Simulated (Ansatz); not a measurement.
System: CsCl-type TlCl. Method: PBEsol-D3(BJ) (PAW; Ansatz, an electronic-structure program).

Numerical settings: plane-wave cutoff 520 eV, 10×10×10 k mesh, Fermi–Dirac smearing 0.01 eV, scalar-relativistic PAW data made under PBE.

A third-order Birch–Murnaghan fit to the energies gives V0 = 25.453 Å³/atom, B0 = 34.9 GPa, B′ = 5.2.

| V (Å³/atom) | P (GPa) |
|---|---|
| 23.927 | 2.535 |
| 24.436 | 1.584 |
| 24.945 | ___ |
| 25.454 | -0.001 |
| 25.963 | -0.658 |
| 26.472 | -1.238 |
| 26.982 | ___ |

**Question.** Estimate the withheld pressures from this fit; the answers are the runs' own values.

**Answer.** 
- 24.945, P (GPa): 0.743
- 26.982, P (GPa): -1.741

The formula P = (3/2) B0 (x^(7/3) − x^(5/3)) [1 + (3/4)(B′ − 4)(x^(2/3) − 1)] with x = V0/V meets the computed pressures within 0.01 GPa when these rounded values are put in.

Measured, for comparison: equilibrium volume per atom 28.35 Å³/atom (temperature not stated, not corrected to a static lattice; as tabulated in Wikipedia's data pages). Computed (rounded) less measured: equilibrium volume per atom -10.2 %.

Spin–orbit coupling is not included; it can shift volumes and moduli of such heavy elements.

Static lattice: no zero-point or thermal effects.

The result took very roughly 21 core-seconds.
